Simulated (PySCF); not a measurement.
**Stationary points of S2O2**

These are results of PBE0 in PySCF with S def2-TZVP, O def2-TZVP; no relativity; density-fitted integrals, not measurements.

Relaxations began from a few typed shapes. The search is not exhaustive: other isomers or separated fragments can lie lower, and high-lying points may rest on an excited occupation.

Task: Order these stationary points by electronic energy, lowest first, in kJ/mol from the lowest minimum.
A. singlet C2v: S–O 1.690 Å (×4); O–S–O 85.1° (×2), S–O–S 88.6° (×2)
B. singlet D2h: S–O 1.691 Å (×4); O–S–O 87.3° (×2), S–O–S 92.7° (×2)
C. singlet C2h: S–O 1.469 Å (×2), S–S 1.996 Å; O–S–S 110.6° (×2)

Result: C (0.0), A (213.1), B (227.9).

Task: Which of them are minima?

Result: By energy in kJ/mol, 0.0: minimum; 213.1: minimum; 227.9: saddle point, 1 imaginary mode.
